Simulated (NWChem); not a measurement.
# SiH2 cation, doublet

```xyz
3

Si     0.0000     0.0000     0.0945
H      1.2878     0.0000    -0.6613
H     -1.2878     0.0000    -0.6613
```
Atoms are numbered in this order, from 1.

All runs: NWChem. Pople sets run with spherical d functions. Spin-unrestricted. Medium grid unless said otherwise, to which SCAN and Minnesota functionals are sensitive. In the optimisation the excess spin sits in a1 (C2v, its own frame). Geometry: optimised at B3LYP/6-31G* (spherical d), spin-unrestricted. No stability test was run on the SCF state.

For level r2SCAN0/6-31G*:

```yaml
highest occupied level (eV): -15.22
lowest empty minus highest occupied level, either spin (eV): 4.70
```

Question: Estimate the same quantities for level SCAN/6-31G*.

Answer: The highest occupied level (eV) is -14.16. The lowest empty minus highest occupied level, either spin (eV) is 2.67.
